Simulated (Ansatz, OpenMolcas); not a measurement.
**A ladder of methods for CH4Si (SMILES C=[SiH2])**

The species is CH4Si (6 atoms), meant as a singlet with charge 0. As SMILES, `C=[SiH2]`. The coordinates come from a GFN2-xTB relaxation.

```xyz
6

C    -0.7387   -0.5472   -0.2651
Si    0.6113    0.4518    0.2183
H    -1.4085   -0.9966    0.4481
H    -0.9629   -0.7582   -1.2967
H     0.9530    0.7660    1.6007
H     1.5459    1.0842   -0.7053
```

Each level gives the energy change with the Si2–H6 bond stretched from 1.458 to 1.823 Å (eV). The values are calculated.

```csv
level,kind,program,value (eV),less FCI/STO-3G
HF/STO-3G (restricted),Hartree–Fock,Ansatz,1.53,+0.40
BLYP/STO-3G (restricted),GGA,Ansatz,1.04,-0.09
r2SCAN/STO-3G (restricted),meta-GGA,OpenMolcas,1.16,+0.03
BHLYP/STO-3G (restricted),global hybrid,Ansatz,1.34,+0.21
wB97M-V/STO-3G (restricted),range-separated hybrid,Ansatz,1.25,+0.12
B2PLYP/STO-3G (restricted),double hybrid,Ansatz,1.24,+0.11
RPA@PBE/STO-3G (restricted),RPA,Ansatz,1.09,-0.04
ACPF/STO-3G (restricted),coupled cluster or CI,OpenMolcas,1.13,0.00
CCSDT(Q)/STO-3G (restricted),coupled cluster or CI,Ansatz,1.12,-0.01
FCI/STO-3G,exact in the basis,Ansatz,1.13,0.00
```

FCI/STO-3G is exact within its basis and frozen core, so for wave-function methods in that basis the difference is their error; functionals converge differently with the basis, so for them it is only a difference. The first shape isn't each level's own minimum. The values span 1.04 to 1.53 eV. All rows use very small basis sets, so even the best lies far from the true value.
